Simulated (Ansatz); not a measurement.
**C2H5F (SMILES CCF): the vertical ionisation energy from total energies**

C2H5F: 8 atoms, total charge 0, spin state singlet. SMILES: `CCF`. Geometry: relaxed at PBE0-D4/def2-TZVP.

```xyz
8

C    -0.4317    0.5669   -0.2646
C     0.3784   -0.5991    0.2305
F     1.6633   -0.1864    0.5465
H    -1.4439    0.2374   -0.5126
H     0.0186    0.9985   -1.1604
H    -0.5003    1.3430    0.4998
H     0.4640   -1.3815   -0.5298
H    -0.0563   -1.0360    1.1348
```

Both states at this one shape; open shells run unrestricted unless said. 1 Eh = 27.2114 eV.

```tsv
level	program	singlet C2H5F (Eh)	doublet C2H5F+ (Eh)	HOMO of the first (eV)
HF/MIDI	Ansatz	-177.031583	-176.604999	-13.19
HF/def2-mTZVP	Ansatz	-178.142293	-177.700827	-13.50
HF/def2-mTZVPP	Ansatz	-178.150041	-177.709566	-13.44
HF/def2-TZVP	Ansatz	-178.156314	-177.716444	-13.45
```

Work out the vertical ionisation energy at each level.


1. HF/MIDI: -176.604999 − (-177.031583) = 0.426584 Eh = 11.61 eV; −ε(HOMO) = 13.19 eV.
2. HF/def2-mTZVP: -177.700827 − (-178.142293) = 0.441466 Eh = 12.01 eV; −ε(HOMO) = 13.50 eV.
3. HF/def2-mTZVPP: -177.709566 − (-178.150041) = 0.440475 Eh = 11.99 eV; −ε(HOMO) = 13.44 eV.
4. HF/def2-TZVP: -177.716444 − (-178.156314) = 0.439870 Eh = 11.97 eV; −ε(HOMO) = 13.45 eV.

No measured value is set beside it here; the levels span 11.61 to 12.01 eV. In Hartree–Fock, −ε(HOMO) (Koopmans) exceeds the difference of totals by the orbital relaxation of the ion.
